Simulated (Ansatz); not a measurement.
**Molecular dynamics of FH3Si**

Input file:

```yaml
crystal:
  periodic: [false, false, false]
  atoms:
    - { symbol: Si, position_ang: [0.007195, -0.011973, 0.005155] }
    - { symbol: H, position_ang: [-0.004924, 0.00869, 1.494085] }
    - { symbol: H, position_ang: [1.407066, 0.008704, -0.50222] }
    - { symbol: F, position_ang: [-0.758582, 1.314491, -0.536459] }
    - { symbol: H, position_ang: [-0.710555, -1.213912, -0.502461] }
basis:
  gaussian: { orbitals: def2-SVP }
hamiltonian:
  xc: pbe0
  dispersion: d4
md:
  timestep: 0.5
  n_steps: 150
  ensemble: nve
  temperature: 400.0
  initial_velocities: maxwell_boltzmann
  seed: 829345
```

Launched with:

```bash
$ ansatz run input.yaml --threads 1 --pin off --max-ram 2048MiB --backend cpu --events-out ev --progress --plain --runs-dir out
```

It starts from a relaxed structure.

Output, in part (one step line in 3, the closing report, with atoms numbered from 0):

```
md step     0: t =     0.00 fs  T =   400.0 K  F+E_penalty+E_count = -10633.76232355 eV  E_kin = 0.155112 eV  conserved = -10633.60721155 eV  (19 SCF iters)
md step     3: t =     1.50 fs  T =   366.9 K  F+E_penalty+E_count = -10633.74941842 eV  E_kin = 0.142279 eV  conserved = -10633.60713946 eV  (20 SCF iters)
md step     6: t =     3.00 fs  T =   288.6 K  F+E_penalty+E_count = -10633.71894554 eV  E_kin = 0.111919 eV  conserved = -10633.60702656 eV  (20 SCF iters)
md step     9: t =     4.50 fs  T =   202.8 K  F+E_penalty+E_count = -10633.68560526 eV  E_kin = 0.078637 eV  conserved = -10633.60696807 eV  (21 SCF iters)
md step    12: t =     6.00 fs  T =   130.2 K  F+E_penalty+E_count = -10633.65746584 eV  E_kin = 0.050492 eV  conserved = -10633.60697388 eV  (19 SCF iters)
md step    15: t =     7.50 fs  T =    70.8 K  F+E_penalty+E_count = -10633.63441457 eV  E_kin = 0.027440 eV  conserved = -10633.60697433 eV  (18 SCF iters)
md step    18: t =     9.00 fs  T =    26.2 K  F+E_penalty+E_count = -10633.61707110 eV  E_kin = 0.010153 eV  conserved = -10633.60691854 eV  (18 SCF iters)
md step    21: t =    10.50 fs  T =    15.6 K  F+E_penalty+E_count = -10633.61289725 eV  E_kin = 0.006037 eV  conserved = -10633.60686039 eV  (15 SCF iters)
md step    24: t =    12.00 fs  T =    57.1 K  F+E_penalty+E_count = -10633.62903282 eV  E_kin = 0.022136 eV  conserved = -10633.60689731 eV  (16 SCF iters)
md step    27: t =    13.50 fs  T =   137.8 K  F+E_penalty+E_count = -10633.66044842 eV  E_kin = 0.053441 eV  conserved = -10633.60700717 eV  (19 SCF iters)
md step    30: t =    15.00 fs  T =   221.2 K  F+E_penalty+E_count = -10633.69283176 eV  E_kin = 0.085758 eV  conserved = -10633.60707401 eV  (21 SCF iters)
md step    33: t =    16.50 fs  T =   283.3 K  F+E_penalty+E_count = -10633.71692164 eV  E_kin = 0.109855 eV  conserved = -10633.60706653 eV  (20 SCF iters)
md step    36: t =    18.00 fs  T =   324.9 K  F+E_penalty+E_count = -10633.73302637 eV  E_kin = 0.125971 eV  conserved = -10633.60705572 eV  (21 SCF iters)
md step    39: t =    19.50 fs  T =   348.8 K  F+E_penalty+E_count = -10633.74234465 eV  E_kin = 0.135250 eV  conserved = -10633.60709508 eV  (21 SCF iters)
md step    42: t =    21.00 fs  T =   342.9 K  F+E_penalty+E_count = -10633.74013268 eV  E_kin = 0.132984 eV  conserved = -10633.60714835 eV  (20 SCF iters)
md step    45: t =    22.50 fs  T =   291.7 K  F+E_penalty+E_count = -10633.72025796 eV  E_kin = 0.113122 eV  conserved = -10633.60713599 eV  (21 SCF iters)
md step    48: t =    24.00 fs  T =   202.2 K  F+E_penalty+E_count = -10633.68544560 eV  E_kin = 0.078416 eV  conserved = -10633.60702960 eV  (21 SCF iters)
md step    51: t =    25.50 fs  T =   112.4 K  F+E_penalty+E_count = -10633.65051062 eV  E_kin = 0.043602 eV  conserved = -10633.60690825 eV  (18 SCF iters)
md step    54: t =    27.00 fs  T =    64.2 K  F+E_penalty+E_count = -10633.63176797 eV  E_kin = 0.024887 eV  conserved = -10633.60688101 eV  (19 SCF iters)
md step    57: t =    28.50 fs  T =    68.1 K  F+E_penalty+E_count = -10633.63336494 eV  E_kin = 0.026427 eV  conserved = -10633.60693775 eV  (18 SCF iters)
md step    60: t =    30.00 fs  T =   106.7 K  F+E_penalty+E_count = -10633.64835085 eV  E_kin = 0.041366 eV  conserved = -10633.60698461 eV  (19 SCF iters)
md step    63: t =    31.50 fs  T =   162.9 K  F+E_penalty+E_count = -10633.67016106 eV  E_kin = 0.063163 eV  conserved = -10633.60699779 eV  (18 SCF iters)
md step    66: t =    33.00 fs  T =   229.9 K  F+E_penalty+E_count = -10633.69616150 eV  E_kin = 0.089135 eV  conserved = -10633.60702699 eV  (21 SCF iters)
md step    69: t =    34.50 fs  T =   295.5 K  F+E_penalty+E_count = -10633.72168908 eV  E_kin = 0.114594 eV  conserved = -10633.60709518 eV  (21 SCF iters)
md step    72: t =    36.00 fs  T =   335.4 K  F+E_penalty+E_count = -10633.73721006 eV  E_kin = 0.130054 eV  conserved = -10633.60715556 eV  (20 SCF iters)
md step    75: t =    37.50 fs  T =   328.1 K  F+E_penalty+E_count = -10633.73438505 eV  E_kin = 0.127241 eV  conserved = -10633.60714375 eV  (20 SCF iters)
md step    78: t =    39.00 fs  T =   277.5 K  F+E_penalty+E_count = -10633.71467790 eV  E_kin = 0.107628 eV  conserved = -10633.60705009 eV  (20 SCF iters)
md step    81: t =    40.50 fs  T =   214.6 K  F+E_penalty+E_count = -10633.69018256 eV  E_kin = 0.083222 eV  conserved = -10633.60696050 eV  (21 SCF iters)
md step    84: t =    42.00 fs  T =   168.7 K  F+E_penalty+E_count = -10633.67238992 eV  E_kin = 0.065428 eV  conserved = -10633.60696239 eV  (18 SCF iters)
md step    87: t =    43.50 fs  T =   140.5 K  F+E_penalty+E_count = -10633.66149327 eV  E_kin = 0.054486 eV  conserved = -10633.60700733 eV  (19 SCF iters)
md step    90: t =    45.00 fs  T =   116.5 K  F+E_penalty+E_count = -10633.65218900 eV  E_kin = 0.045193 eV  conserved = -10633.60699637 eV  (19 SCF iters)
md step    93: t =    46.50 fs  T =   100.0 K  F+E_penalty+E_count = -10633.64570468 eV  E_kin = 0.038760 eV  conserved = -10633.60694462 eV  (17 SCF iters)
md step    96: t =    48.00 fs  T =   106.9 K  F+E_penalty+E_count = -10633.64839800 eV  E_kin = 0.041462 eV  conserved = -10633.60693576 eV  (16 SCF iters)
md step    99: t =    49.50 fs  T =   140.2 K  F+E_penalty+E_count = -10633.66135937 eV  E_kin = 0.054369 eV  conserved = -10633.60699041 eV  (18 SCF iters)
md step   102: t =    51.00 fs  T =   181.7 K  F+E_penalty+E_count = -10633.67752620 eV  E_kin = 0.070476 eV  conserved = -10633.60705028 eV  (18 SCF iters)
md step   105: t =    52.50 fs  T =   211.4 K  F+E_penalty+E_count = -10633.68903348 eV  E_kin = 0.081977 eV  conserved = -10633.60705654 eV  (20 SCF iters)
md step   108: t =    54.00 fs  T =   227.1 K  F+E_penalty+E_count = -10633.69507608 eV  E_kin = 0.088063 eV  conserved = -10633.60701350 eV  (21 SCF iters)
md step   111: t =    55.50 fs  T =   242.8 K  F+E_penalty+E_count = -10633.70113532 eV  E_kin = 0.094139 eV  conserved = -10633.60699652 eV  (20 SCF iters)
md step   114: t =    57.00 fs  T =   263.6 K  F+E_penalty+E_count = -10633.70928262 eV  E_kin = 0.102232 eV  conserved = -10633.60705044 eV  (20 SCF iters)
md step   117: t =    58.50 fs  T =   272.9 K  F+E_penalty+E_count = -10633.71291638 eV  E_kin = 0.105812 eV  conserved = -10633.60710424 eV  (20 SCF iters)
md step   120: t =    60.00 fs  T =   254.2 K  F+E_penalty+E_count = -10633.70565111 eV  E_kin = 0.098573 eV  conserved = -10633.60707805 eV  (21 SCF iters)
md step   123: t =    61.50 fs  T =   216.6 K  F+E_penalty+E_count = -10633.69101052 eV  E_kin = 0.084002 eV  conserved = -10633.60700811 eV  (21 SCF iters)
md step   126: t =    63.00 fs  T =   183.8 K  F+E_penalty+E_count = -10633.67825700 eV  E_kin = 0.071281 eV  conserved = -10633.60697649 eV  (20 SCF iters)
md step   129: t =    64.50 fs  T =   167.4 K  F+E_penalty+E_count = -10633.67190995 eV  E_kin = 0.064910 eV  conserved = -10633.60699966 eV  (18 SCF iters)
md step   132: t =    66.00 fs  T =   160.7 K  F+E_penalty+E_count = -10633.66933505 eV  E_kin = 0.062307 eV  conserved = -10633.60702768 eV  (18 SCF iters)
md step   135: t =    67.50 fs  T =   154.9 K  F+E_penalty+E_count = -10633.66706363 eV  E_kin = 0.060048 eV  conserved = -10633.60701516 eV  (18 SCF iters)
md step   138: t =    69.00 fs  T =   154.4 K  F+E_penalty+E_count = -10633.66682944 eV  E_kin = 0.059856 eV  conserved = -10633.60697379 eV  (19 SCF iters)
md step   141: t =    70.50 fs  T =   172.1 K  F+E_penalty+E_count = -10633.67372292 eV  E_kin = 0.066750 eV  conserved = -10633.60697320 eV  (19 SCF iters)
md step   144: t =    72.00 fs  T =   207.0 K  F+E_penalty+E_count = -10633.68732067 eV  E_kin = 0.080282 eV  conserved = -10633.60703903 eV  (21 SCF iters)
md step   147: t =    73.50 fs  T =   236.9 K  F+E_penalty+E_count = -10633.69896674 eV  E_kin = 0.091878 eV  conserved = -10633.60708860 eV  (20 SCF iters)
md step   150: t =    75.00 fs  T =   245.1 K  F+E_penalty+E_count = -10633.70209762 eV  E_kin = 0.095041 eV  conserved = -10633.60705642 eV  (20 SCF iters)
Total energy: -10633.70211747 eV, -390.7813450350 hartree
Atom 0 at     0.010228    -0.016537     0.006098 Å, force    -0.338233     0.513497    -0.510729 eV/Å
Atom 1 at    -0.106228     0.068627     1.473570 Å, force     0.323404    -0.198805     0.318227 eV/Å
Atom 2 at     1.387874     0.083631    -0.576974 Å, force    -0.071364    -0.292604     0.308097 eV/Å
Atom 3 at    -0.753477     1.312053    -0.532736 Å, force    -0.112648     0.170347    -0.123318 eV/Å
Atom 4 at    -0.770784    -1.175665    -0.503648 Å, force     0.198842    -0.192435     0.007723 eV/Å
Dipole moment:     0.182686    -0.283723     0.119662 e Å
```

The run went to its last step. The conserved energy stayed within 0.07 meV per atom of its start (net change 0.031 meV per atom), so the integration is sound. The temperature averaged 0.49 of the 400 K drawn at the start: a run that starts near a minimum puts about half its kinetic energy into the potential. A run of 0.075 ps of so small a system gives no equilibrium averages.

The same pairs are bonded in the first frame and the last. Pairs count as bonded within 1.25 times the sum of covalent radii (0.12 Å more for H–H).

Last frame:

```xyz
5
Properties=species:S:1:pos:R:3
Si 0.010 -0.017 0.006
H -0.106 0.069 1.474
H 1.388 0.084 -0.577
F -0.753 1.312 -0.533
H -0.771 -1.176 -0.504
```

Time of the run: 110 s on 1 thread of Arm Neoverse V2, with other jobs on the host, peak memory 0.085 GiB.
